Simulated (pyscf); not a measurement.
This saddle point was located with ωB97X-D3(BJ)/def2-SVP in PySCF.

```
Si
C 1 1.8570
H 2 1.1006 1 109.95
H 2 1.1007 3 108.96 1 120.55
H 2 1.1014 3 108.99 4 118.81
Cl 1 2.0585 2 110.17 3 -59.23
Cl 1 2.0586 2 110.13 3 -179.49
Cl 1 2.3512 2 107.68 3 60.59
H 8 1.4967 1 173.54 2 -1.26
```
Charge 0, spin multiplicity 2.

Surface: doublet, charge 0. Lowest wavenumbers (cm⁻¹): 712i, 76, 98, 153, 175.

Question: What reaction is this the transition state of?

Answer: H₃C–Si(Cl)(Cl)–Cl + H• ⇌ H₃C–Si•(Cl)–Cl + HCl, an atom transfer read from left to right: Cl–Si broken and Cl–H formed. At ωB97M-D3(BJ)/def2-TZVP it lies +0.97 eV from the left side and +0.60 eV from the right (each side as separated species at their lowest minima found). The same reactants have a lower exit, to •H₂C–Si(Cl)(Cl)–Cl + H₂ (barrier +0.55 eV at ωB97M-D3(BJ)/def2-TZVP, against +0.97 eV here). One saddle was located; it need not be the lowest between these sides. The angle at the transferred Cl is 174°.
